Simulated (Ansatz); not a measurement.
# PN (phosphorus nitride) at PBE/STO-3G

What is the vertical ionisation energy of PN (phosphorus nitride) at PBE/STO-3G? 

Program for the calculation: Ansatz 0.2.0.

46 further runs of the same task are left out: 12 that didn't finish, 34 set aside as unsound or not needed.

## Step 1: Starting point

PN: 2 atoms, total charge 0, spin state singlet. As SMILES, `N#P`. Geometry: the measured bond length.

Bond lengths: N1–P2 1.491 Å.

## Step 2: The energy at PBE/STO-3G

molecule.yaml reads:

```yaml
crystal:
  periodic: [false, false, false]
  atoms:
    - {symbol: N, position_ang: [0.000000, 0.000000, 0.000000]}
    - {symbol: P, position_ang: [0.000000, 0.000000, 1.490866]}
basis:
  gaussian:
    orbitals: STO-3G
hamiltonian:
  xc: {name: PBE}
accuracy: high
```

On the command line:

```
$ ansatz run molecule.yaml --threads 1 --pin off --max-ram 2610MiB --events-out events.jsonl --progress --plain --runs-dir runs
```

The program printed:

```text
Warning: RAYON_NUM_THREADS=1 ignored (pool sized by the plan → 1); use --threads N
Functional definition: PBE
  name "PBE"
  parameter kappa = 0.804
  parameter beta = 0.06672455060314922
  exchange = pbe_x(kappa = kappa, mu = beta*pi^2/3)
  correlation = pbe_c(beta = beta)
224 factors; integrals over basis functions are off by at most 8.7e-9 eV
mean field evaluation 1: about -10637.3255 eV, gradient 5.4e1 eV
mean field evaluation 2: about -10586.4301 eV, gradient 1.0e2 eV
mean field evaluation 4: about -10639.5006 eV, gradient 4.9e1 eV
mean field evaluation 8: about -10642.1244 eV, gradient 3.9e1 eV
mean field evaluation 16: about -10646.5269 eV, gradient 2.5e-8 eV
mean field -10646.52687915 eV, -391.2526463338 hartree, gradient 2.5e-8 eV, S^2 0.000000; 0 other end points of the search recorded, 0 dependent functions left out
reference -10646.52688019 eV, -391.2526463719 hartree; 11, 11 occupied and 3, 3 virtual orbitals, 224 factors
Total energy: -10646.52688019 eV, -391.2526463719 hartree
```

Wall time 0.28 s (1 thread of Intel Xeon 6975P-C (Granite Rapids), shared host).

## Step 3: The doublet cation

in.yaml reads:

```yaml
crystal:
  periodic: [false, false, false]
  atoms:
    - {symbol: "N", position_ang: [0.000000, 0.000000, 0.000000]}
    - {symbol: P, position_ang: [0.000000, 0.000000, 1.490866]}
basis:
  gaussian: {orbitals: STO-3G}
total_charge: 1
magnetization: {spin_polarized: true, initial_magnetization: 1}
hamiltonian: {xc: {name: PBE}}
accuracy: high
```

On the command line:

```
$ ansatz run in.yaml --threads 1 --pin off --max-ram 2610MiB --events-out events.jsonl --progress --plain --runs-dir runs
```

The program printed, cut to the lines that bear on the results:

```text
Warning: RAYON_NUM_THREADS=1 ignored (pool sized by the plan → 1); use --threads N
[... 6 set-up lines as earlier in the session ...]
224 factors; integrals over basis functions are off by at most 8.7e-9 eV
mean field evaluation 1: about -10610.1923 eV, gradient 5.8e1 eV
mean field evaluation 2: about -10528.7848 eV, gradient 8.1e1 eV
mean field evaluation 4: about -10609.5677 eV, gradient 5.8e1 eV
mean field evaluation 8: about -10625.4843 eV, gradient 4.2e1 eV
mean field evaluation 16: about -10637.2692 eV, gradient 1.5e-7 eV
mean field evaluation 32: about -10637.1314 eV, gradient 1.5e0 eV
mean field -10637.26916439 eV, -390.9124315914 hartree, gradient 1.7e-8 eV, S^2 0.763450; 4 other end points of the search recorded, 0 dependent functions left out
reference -10637.26916549 eV, -390.9124316317 hartree; 11, 10 occupied and 3, 4 virtual orbitals, 224 factors
Total energy: -10637.26916549 eV, -390.9124316317 hartree
```

It took 0.85 s on 1 thread of Intel Xeon 6975P-C (Granite Rapids), shared host.

## Step 4: What came out

Level: PBE/STO-3G.

```
                                          quantity          value
                          singlet PN: total energy  -391.25265 Eh
                      doublet cation: total energy  -390.91243 Eh
                              doublet cation: ⟨S²⟩          0.763
vertical ionisation energy (to the doublet cation)       9.258 eV
```

**Reading.** Removing an electron at fixed nuclei costs 9.26 eV (893 kJ/mol). In a minimal basis such a difference can be off by several eV, whatever the method.
